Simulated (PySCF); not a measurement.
How well do the runs reproduce experiment for chloroform?

**Measured values to compare with.**

From NIST CCCBDB Release 22 (SRD 101), experimental dipoles, for the gas: dipole moment (microwave Stark effect, vibrational ground state) 1.04 ± 0.02 D.

NIST CCCBDB Release 22 (SRD 101), experimental polarizabilities lists, for the gas: mean polarisability 8.129 Å³.

Wang, Chong, Molecules 2025, 30, 2887 (The role of exchange energy in modeling core-electron binding energies of strongly polar bonds) lists, for the gas: C 1s binding energy of C2 295.14 eV.

From Thomas, Saethre, Boerve, Bozek, Huttula, Kukk, J. Phys. Chem. A 2004, 108, 4983 (carbon 1s photoelectron spectroscopy of halomethanes), for the gas: C 1s binding energy of C2 295.16 eV.

The results are set against them at the end.

Chloroform, CHCl3.
Numbering: `[Cl:1][CH:2]([Cl:3])[Cl:4]` (hydrogens: H5 on C2)

Structure used (GFN2-xTB), in Å, numbered top down from 1:
```xyz
5
CHCl3 angstrom
Cl    -0.6063    1.5492   -0.4907
C     -0.0064    0.0005    0.1189
Cl    -0.9875   -1.3275   -0.5167
Cl     1.6891   -0.2202   -0.3364
H     -0.0803    0.0008    1.2077
```

The PySCF runs (gas phase, on this GFN2-xTB geometry; non-relativistic but for the core-level run):

```csv
level,job,basis functions
PBE0/pcSseg-1,"shieldings, charges and field gradients",94
wB97X-D/def2-SVPD,"8 singlets by full TDDFT, 3 Tamm–Dancoff triplets, polarisability",109
PBE0/def2-SVPD,"6 singlets by full TDDFT, 2 Tamm–Dancoff triplets, polarisability",109
"PBE0/6-311+G(2d,p)",spin–spin couplings from 2 perturbed nuclei,138
"delta-SCF UKS SCAN, pcX-2 on the ionised atom, pcseg-1 elsewhere, spin-free X2C","ΔSCF core ionisation, 3 holes",115
```

All basis functions are spherical.

**Comparison with experiment**

**Dipole moment.** Measured: 1.04 D (NIST CCCBDB Release 22 (SRD 101), experimental dipoles).

```json
{"level": "PBE0/pcSseg-1", "computed (D)": "1.24", "computed − measured (D)": "+0.20", "% (from the printed values)": "+19"}
{"level": "wB97X-D/def2-SVPD", "computed (D)": "1.14", "computed − measured (D)": "+0.10", "% (from the printed values)": "+10"}
{"level": "PBE0/def2-SVPD", "computed (D)": "1.11", "computed − measured (D)": "+0.07", "% (from the printed values)": "+7"}
{"level": "PBE0/6-311+G(2d,p)", "computed (D)": "1.10", "computed − measured (D)": "+0.06", "% (from the printed values)": "+6"}
```

Closest is PBE0/6-311+G(2d,p) (+0.06 D), furthest PBE0/pcSseg-1 (+0.20 D); one molecule doesn't rank methods. All 4 levels lie above the measurement. The computed dipoles belong to one fixed geometry; measured ones are averaged over vibrations unless marked μe. Magnitudes are compared, not signs.

**Mean polarisability.** Measured: 8.129 Å³ (NIST CCCBDB Release 22 (SRD 101), experimental polarizabilities).

```json
{"level": "wB97X-D/def2-SVPD", "computed (Å³)": "8.165", "computed − measured (Å³)": "+0.036", "% (from the printed values)": "0"}
{"level": "PBE0/def2-SVPD", "computed (Å³)": "8.276", "computed − measured (Å³)": "+0.147", "% (from the printed values)": "+2"}
```

Closest is wB97X-D/def2-SVPD (+0.036 Å³), furthest PBE0/def2-SVPD (+0.147 Å³); one molecule doesn't rank methods. The computed values are static and purely electronic, with core orbitals frozen in the response (1 au = 0.148185 Å³). The table of measured values doesn't say here whether a value is static or optical, or holds a vibrational part.

**Core binding energies.** PySCF, delta-SCF UKS SCAN, pcX-2 on the ionised atom, pcseg-1 elsewhere, spin-free X2C.

```json
{"level and atom": "C 1s, C2", "computed (eV)": "295.62", "measured (eV)": "295.14 and 295.16", "computed − measured (eV)": "+0.48"}
```

Sources, in the order of the opening: Wang, Chong, Molecules 2025, 30, 2887 (The role of exchange energy in modeling core-electron binding energies of strongly polar bonds); Thomas, Saethre, Boerve, Bozek, Huttula, Kukk, J. Phys. Chem. A 2004, 108, 4983 (carbon 1s photoelectron spectroscopy of halomethanes). The computed values are vertical, without vibrational structure; measured positions hang on the energy calibration. 

The geometry is computed, not the measured one. Where a level misses, the cause wasn't examined.
